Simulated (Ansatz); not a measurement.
AlFH (`[F][AlH]`) radical. The species carries charge 0 and has multiplicity 2. The geometry is a stationary point of PBE0-D4/def2-TZVP.

```xyz
3

F    -1.168    0.732   -0.337
Al    0.095    0.141    0.555
H     1.073   -0.874   -0.218
```

Problem. What is the dipole moment at ωB97M-V/def2-TZVPP? (Estimate.)

Solution. Ansatz gave: 1.68 D, with components (1.07, -0.31, 1.25) D in this frame, pointing from negative to positive charge.

Problem. And with PBE, r2SCAN, B3LYP? (Estimate.)

Solution. Computed: PBE 1.46 D, r2SCAN 1.49 D, B3LYP 1.62 D.

Problem. Give the Mulliken charges with ωB97M-V, B3LYP, r2SCAN in def2-TZVPP. (Best estimate.)

Solution. The calculation gave: 
```csv
atom,ωB97M-V,B3LYP,r2SCAN
F1,-0.34,-0.34,-0.35
Al2,0.43,0.46,0.50
H3,-0.10,-0.12,-0.15
```

B3LYP here is the variant with VWN-RPA as its local correlation; programs differ in this.
